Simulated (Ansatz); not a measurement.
Basis-set extrapolation for `FC[C@@H]1O[C@H]1F` (PBE0-D4/def2-TZVP geometry, frozen core, Ansatz). Multiplicity 1, RHF reference.

|  | def2-TZVPP | def2-QZVPP |
| --- | --- | --- |
| HF | -389.783726 | -389.800986 |
| MP2 correlation | -1.218382 | -1.317347 |
| CCSD(T) correlation | -1.285299 | not run |

Energies in hartree. Use E(X) = E(∞) + A·exp(−7.88·√X) for Hartree–Fock and E(X) = E(∞) + B·X^(−2.97) for correlation, with X = 3 and 4, and add CCSD(T) minus MP2 of the smaller set to the MP2 limit.

Question: What is the CCSD(T) energy at the basis-set limit?

Answer: HF limit: -389.800986 + (-0.017260) × 0.13774 = -389.80336. MP2 limit: -1.317347 + (-0.098965) × 0.74074 = -1.39065. Higher-order term: -1.285299 − (-1.218382) = -0.06692. Total: -391.26093 hartree, 503.8 kJ/mol below CCSD(T)/def2-TZVPP.
